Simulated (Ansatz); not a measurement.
System (SMILES): [H][H] (H2).
Atoms: H1, H2. Bonds: H1-H2.

Basis-set convergence of the optimised H1-H2 bond length at PBE with Ansatz (a quantum-chemistry and plane-wave program). All functions are spherical. The program fits the integrals of some runs and decomposes those of others, by size. No added dispersion term, no relativity. Reference: the value in aug-cc-pV5Z, 0.7500 Å. Deviations are taken from unrounded values.

```
basis              functions
-----------------  ---------
pcseg-0                    4
pcseg-1                   10
aug-cc-pVDZ               18
6-311++G(2d,2p)           20
jun-cc-pV(T+d)Z           28
pcseg-2                   28
6-311++G(3df,3pd)         36
aug-cc-pVTZ               46
pcseg-3                   66
aug-cc-pVQZ               92
pcseg-4                  122
aug-cc-pV5Z              160
```

Task: Which is the smallest set listed that can be trusted to 0.003 Å here, that is, within that of the reference together with its larger relatives (same family, alike in diffuse functions; a set with none to test it counts only in the reference's own line)?

Result: The smallest set listed that lies within 0.003 Å of the reference with all its larger relatives (same family, alike in diffuse functions; a set with none counts only in the reference's own line) is 6-311++G(2d,2p) (20 functions, 0.0007 Å off). Value minus reference: pcseg-0 0.0113, pcseg-1 0.0131, aug-cc-pVDZ 0.0182, 6-311++G(2d,2p) 0.0007, jun-cc-pV(T+d)Z 0.0008, pcseg-2 0.0015, 6-311++G(3df,3pd) 0.0008, aug-cc-pVTZ 0.0009, pcseg-3 0.0001, aug-cc-pVQZ 0.0002, pcseg-4 0.0000, aug-cc-pV5Z 0.0000 Å.
